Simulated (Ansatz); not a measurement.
SiS₂. Charge 0, multiplicity 1. Geometry B3LYP-D4/def2-TZVP; atoms count from 1.

```xyz
3

Si    0.000    0.000    0.000
S     1.281   -0.679    1.267
S    -1.281    0.679   -1.267
```

The structure comes from a short search, and lower isomers may exist.

(1) Estimate the Mulliken populations from the PBE0/def2-TZVP orbitals of Ansatz.

(2) And the Mayer bond orders between bonded heavy atoms (over 0.3)?

Answers

(1) 
| atom | charge (e) |
| --- | --- |
| Si1 | 0.41 |
| S2 | -0.21 |
| S3 | -0.21 |
Mulliken values and Mayer orders depend strongly on the basis.

(2) Si1–S2 2.22 (1.93 Å); Si1–S3 2.22 (1.93 Å).
